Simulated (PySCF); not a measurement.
From one molecule to another.

First species: CFCl3.
Bonds: F1–C2, C2–Cl3, C2–Cl4, C2–Cl5.

Second species: C4H5NS.
SMILES with atom numbers: `[NH2:1][c:2]1[cH:3][cH:4][cH:5][s:6]1` (hydrogens: H7, H8 on N1; H9 on C3; H10 on C4; H11 on C5)

Levels: PBE0/pcSseg-1 for dipole moment, HOMO energy, LUMO energy and HOMO–LUMO gap; GFN2-xTB for rotational constant A and rotational constant C. Geometries: GFN2-xTB. Each species is one conformer at its optimised geometry, gas phase, non-relativistic unless stated; the electronic structure was computed with PySCF and density fitting.

The conformers computed, where there is a choice (atom-mapped SMILES and torsion angles):
- `[NH2:1][c:2]1[cH:3][cH:4][cH:5][s:6]1`: H–N1–C2–C3 -161°, H–N1–C2–C3 -26°

Task: Which has the higher rotational constant A?

Result: The second: 5.321 GHz against 2.444 GHz, a difference of 2.877 GHz.

Task: Which has the higher HOMO–LUMO gap?

Result: The first: 7.90 eV against 5.81 eV, a difference of 2.09 eV.

Task: Which has the higher rotational constant C?

Result: The second: 2.032 GHz against 1.709 GHz, a difference of 0.323 GHz.

Task: Which has the higher LUMO energy?

Result: The second: 0.18 eV against -1.38 eV, a difference of 1.56 eV.

Task: Which has the higher dipole moment?

Result: The second: 1.78 D against 0.41 D, a difference of 1.37 D.

Task: Which has the higher HOMO energy?

Result: The second: -5.63 eV against -9.28 eV, a difference of 3.65 eV.

On the first: A dipole of 0.41 D is allowed in C3v, and pure rotational transitions are dipole-allowed. In atomic units the dipole is 0.16 e·bohr (1 au = 2.5417 D).

On the second: The dipole matches unit charges of opposite sign 0.37 Å apart (1 e·Å = 4.8032 D).
